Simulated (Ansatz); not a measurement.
PF⁺, quartet in cc-pVDZ: errors against UCCSDTQ

Geometry: that of the PF, triplet, kept fixed. The doublet lies 4.3 eV lower here.

```xyz
2

F     0.0000    0.0000    0.0000
P     0.0000    0.0000    1.5934
```

Basis cc-pVDZ; Ansatz 0.2.0. Correlated methods freeze the noble-gas cores, which leaves 11 electrons in 26 orbitals. R marks a restricted (for open shells ROHF) determinant, U an unrestricted one. Active spaces: valence = (11e, 8o) chosen from the atoms' valence shells.

Full CI isn't at hand for all of this; UCCSDTQ serves as the reference, and is uncertain by about the last step of the cluster series. The frozen core follows each run's orbitals, which can shift R against U totals by a few meV.

For open shells CISD and CISDTQ are restricted-active-space CI with the open shells as a complete middle space.

```
UHF ⟨S²⟩                          : 3.762
T1 diagnostic (RCCSD)             : 0.0321
largest doubles amplitude (RCCSD) : 0.064
T1 diagnostic (UCCSD)             : 0.0244
```

| level | E − E(UCCSDTQ) (kcal/mol) | share of correlation (%) | wall time |
| --- | --- | --- | --- |
| RHF | 162.61 | 0.00 | – |
| UHF | 160.36 | 1.38 | – |
| RMP2 | 11.90 | 92.68 | – |
| UMP2 | 12.28 | 92.45 | – |
| CISD | 12.05 | 92.59 | 3 s |
| RCCSD | 4.80 | 97.05 | – |
| UCCSD | 4.64 | 97.14 | – |
| RCCSD(T) | 0.86 | 99.47 | 1.2 s |
| UCCSD(T) | 0.87 | 99.47 | 1.1 s |
| BCCD(T) | 0.89 | 99.45 | 1.3 s |
| RCCSDT | 0.35 | 99.78 | – |
| UCCSDT | 0.34 | 99.79 | – |
| CISDTQ | 0.40 | 99.75 | 4.4 min (H100) |
| RCCSDT(Q) | 0.05 | 99.97 | 7 s |
| UCCSDT(Q) | -0.09 | 100.05 | 6 s |
| RCCSDTQ | 0.01 | 99.99 | 43 s (H100) |
| CASSCF (valence space) | 138.59 | 14.77 | – |
| NEVPT2 (valence space) | 21.12 | 87.01 | 0.7 s |
| MRCISD (valence space) | 8.96 | 94.49 | – |
| MRCISD+Q (valence space) | 1.89 | 98.84 | 1.4 s |

The correlation energy at UCCSDTQ, counted from RHF, is -7.051 eV. That run took 36 s on 2 threads of AMD EPYC 7R13 with a shared H100 80 GB, shared host.

Times hold each run's SCF and search for its determinant on a shared host, so for small cases they say little of a method's own cost; rows without a card ran on 1 thread of AMD EPYC 7R13.

Natural occupations of CASSCF (valence space) about the gap: 1.996 1.966 1.005 1.004 1.004 0.031; effectively unpaired electrons, Σ n²(2−n)², 3.01.
